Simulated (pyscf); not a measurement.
Elementary routes open to HO–AlH₂ (SMILES [OH][AlH2]) + H₂C=CH₂ (SMILES C=C) in the gas phase (singlet surface):
A. H₂C=CH–AlH–OH (SMILES C=[CH][AlH][OH]) + H₂ (SMILES [H][H]) (Al–H, C–H broken; Al–C, H–H formed)
B. H₃C–CH₂–AlH–OH (SMILES C[CH2][AlH][OH]) (Al–H broken; Al–C, C–H formed)

Optimised with ωB97X-D3(BJ)/def2-SVP in PySCF.

**Question.** Rank the routes by free-energy barrier at 298 K, lowest first, for ωB97M-D3(BJ)/def2-TZVP energies (ideal gas, 1 atm, RRHO with modes under 100 cm⁻¹ raised to 100, one conformer, R ln 2 for chiral ones without a mode under 150 cm⁻¹).

**Answer.** B (18.5 kcal/mol), A (40.6 kcal/mol)

Route B is the fastest of these, ahead of the next by 22.1 kcal/mol. The most stable products are those of B (ΔG = -18.5 kcal/mol), so kinetics and thermodynamics agree. At 1200 K B is still the fastest. A: On the reactant side the descent ends in a bound adduct (not fully relaxed), 11.5 kcal/mol under the separated species and 41.7 kcal/mol under the saddle at ωB97X-D3(BJ)/def2-TZVP. B: On the reactant side the descent ends in a bound adduct, 11.6 kcal/mol under the separated species and 15.3 kcal/mol under the saddle at ωB97X-D3(BJ)/def2-TZVP. Only these routes are compared; each barrier is that of the saddle found, and lower ones may exist.
